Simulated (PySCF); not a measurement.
From a log to its input

A PySCF 2.14 run on the atoms Si 0 0 0; B 0 0 2.026 (angstrom) printed this (some set-up lines and the per-cycle HOMO/LUMO lines with their warnings removed):

```
PySCF version 2.14.0


nuclear repulsion = 18.2835166655479
number of shells = 18
number of NR pGTOs = 72
number of NR cGTOs = 44
basis = def2-svpd
ecp = {}

******** <class 'pyscf.df.df_jk.DFUHF'> ********
method = DFUHF
initial guess = minao
damping factor = 0
level_shift factor = 0
DIIS = <class 'pyscf.scf.diis.CDIIS'>
SCF conv_tol = 1e-09
SCF max_cycles = 50
number electrons alpha = 11  beta = 8
******** <class 'pyscf.df.df.DF'> ********
auxbasis = def2-universal-jkfit
init E= -313.128484280634

cycle= 1 E= -313.298146029546  delta_E= -0.17  |g|= 0.127  |ddm|=  1.2
cycle= 2 E= -313.323545540096  delta_E= -0.0254  |g|= 0.0539  |ddm|= 0.516
cycle= 3 E= -313.329260410276  delta_E= -0.00571  |g|= 0.033  |ddm|= 0.189
cycle= 4 E= -313.332843201525  delta_E= -0.00358  |g|= 0.021  |ddm|= 0.165
cycle= 5 E= -313.335270585506  delta_E= -0.00243  |g|= 0.0151  |ddm|= 0.126
cycle= 6 E= -313.337140606186  delta_E= -0.00187  |g|= 0.00977  |ddm|= 0.131
cycle= 7 E= -313.338087253425  delta_E= -0.000947  |g|= 0.00503  |ddm|= 0.114
cycle= 8 E= -313.338285940216  delta_E= -0.000199  |g|= 0.00225  |ddm|= 0.0503
cycle= 9 E= -313.338333179661  delta_E= -4.72e-05  |g|= 0.00188  |ddm|= 0.0347
cycle= 10 E= -313.338340408114  delta_E= -7.23e-06  |g|= 0.000655  |ddm|= 0.0181
cycle= 11 E= -313.33834193825  delta_E= -1.53e-06  |g|= 0.000214  |ddm|= 0.00424
cycle= 12 E= -313.338342085539  delta_E= -1.47e-07  |g|= 4.52e-05  |ddm|= 0.0012
cycle= 13 E= -313.338342091253  delta_E= -5.71e-09  |g|= 7.75e-06  |ddm|= 0.000319
cycle= 14 E= -313.338342091335  delta_E= -8.28e-11  |g|= 2.63e-06  |ddm|= 3.55e-05
Extra cycle  E= -313.338342091347  delta_E= -1.13e-11  |g|= 1.28e-06  |ddm|= 7.16e-06
converged SCF energy = -313.338342091347  <S^2> = 3.7583464  2S+1 = 4.004171
polarizability (a.u.)
Isotropic polarizability 58.9579854025
Polarizability anisotropy 42.6744982796
[[44.7332 -0.     -0.    ]
 [-0.     44.7332 -0.    ]
 [-0.     -0.     87.4077]]
Dipole moment(X, Y, Z, Debye): -0.00000, -0.00000,  0.00985
orbital energies (hartree): [array([-0.3523, -0.3157, -0.3157,  0.0314,  0.0314,  0.0839]), array([-4.2506, -0.581 , -0.3702,  0.0241,  0.0241,  0.0298])]
```

**Question.** Write the input that gave this log.

**Answer.** The input was:

```python
from pyscf import gto, scf
from pyscf.prop.polarizability import uhf as pol

mol = gto.M(
    atom='Si 0 0 0; B 0 0 2.026',
    basis='def2-svpd',
    charge=0,
    spin=3,
    verbose=4,
)
mf = scf.UHF(mol)
mf = mf.density_fit(auxbasis='def2-universal-jkfit')
mf.kernel()
print('polarizability (a.u.)')
print(pol.Polarizability(mf).polarizability().round(4))
mf.dip_moment()
print('orbital energies (hartree):', [e[max(0, n-3):n+3].round(4) for e, n in zip(mf.mo_energy, mol.nelec)])
```

The bond length is a typed value, not an optimised one. No search for the lowest solution was made.
